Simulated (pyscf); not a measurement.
PySCF, gas phase, ωB97X-D3(BJ)/def2-SVP geometries.

Q: H₃C–ZnH + H₂S → methane (CH₄) + HS–ZnH
Surface: singlet. Broken: C–Zn, H–S. Formed: C–H, S–Zn. Give ΔE‡ and ΔE from HF/def2-TZVP, relative to the separated reactants.

A: ΔE‡ = 137.5 kJ/mol, ΔE = -138.1 kJ/mol. ωB97M-D3(BJ)/def2-TZVP gives 81.3 kJ/mol and -119.4 kJ/mol. Zero-point energy shifts the barrier by -1.0 kJ/mol. It is a four-centre exchange, with an imaginary mode of 1311i cm⁻¹. On the reactant side the descent ends in a complex, 25.2 kJ/mol under the separated species and 95.4 kJ/mol under the saddle at ωB97X-D3(BJ)/def2-TZVP. At ωB97X-D3(BJ) the barrier from the zero used here is 70.1 kJ/mol. This is the saddle that the search found; another between the same sides may lie lower. Elements up to Kr have no core potential and no relativistic terms here.
